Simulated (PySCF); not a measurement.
Level of theory: PBE-D3(BJ)/def2-TZVP // r2SCAN-D4/def2-TZVP (PySCF 2.14.0). Isolated molecules, 0 K electronic values unless said otherwise. 

Reference species (SMILES): `Br[Si](Br)(Br)Br` (neutral, multiplicity 1).

```
Item             Result
-------------  --------
HOMO–LUMO gap   4.83 eV
HOMO           -7.40 eV
```

Changed species: `[SiH4]` (4 of 4 Br replaced by H; the reference has 0 of 4 Br replaced by H).

### Question
Predict the effect on the HOMO–LUMO gap and HOMO.

### Answer
the HOMO–LUMO gap increases by 3.92 eV, to 8.75 eV; the HOMO falls by 1.11 eV, to -8.51 eV.
